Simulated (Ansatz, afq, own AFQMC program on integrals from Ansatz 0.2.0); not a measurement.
## Where AFQMC and coupled cluster stand for BO, doublet

```xyz
2

B     0.0000    0.0000    0.0000
O     0.0000    0.0000    1.2006
```

Basis aug-cc-pVDZ. Only valence electrons are correlated. Integrals, coupled cluster, full CI and functionals: Ansatz 0.2.0; the random walks run on the same integrals in our own AFQMC program. ph-AFQMC/CISD is guided by a CISD state made of CCSD amplitudes; releasing the constraint for a short imaginary time cuts its bias at the price of noise, slowly where states lie close. Free AFQMC starts from the CCSD state and is never constrained. Its projection time is finite, and what remains of the start isn't in its error. Error bars are statistical, one sigma.

Determinant: ROHF, the one that the program's search chose, which needn't be the lowest solution. The geometry is a PBE0/def2-TZVP stationary point of this or a neighbouring charge and spin state.

No full CI on the walks' own integrals is used here; CCSDT(Q) serves as the reference and is uncertain by about the last step of the cluster series.

```
T1 diagnostic                               : 0.0311
weight of the determinant in the CISD state : 0.899
size of the correlated space                : 9 electrons in 44 orbitals
```

**Question.** Estimate: order these by the size of their error in total energy against CCSDT(Q), smallest first.
A. CCSD(T)
B. phaseless AFQMC with a CISD trial
C. MP2
D. CCSDT

**Answer.** B (0.30 ± 0.17 mEh), D (0.80 mEh), A (1.56 mEh), C (14.87 mEh).

Reference: CCSDT(Q), correlation energy -7.329 eV.

A walk keeps the symmetry of its determinant, which the program's search chose and which needn't be the lowest solution, so a lower state of the same spin and another symmetry isn't excluded.
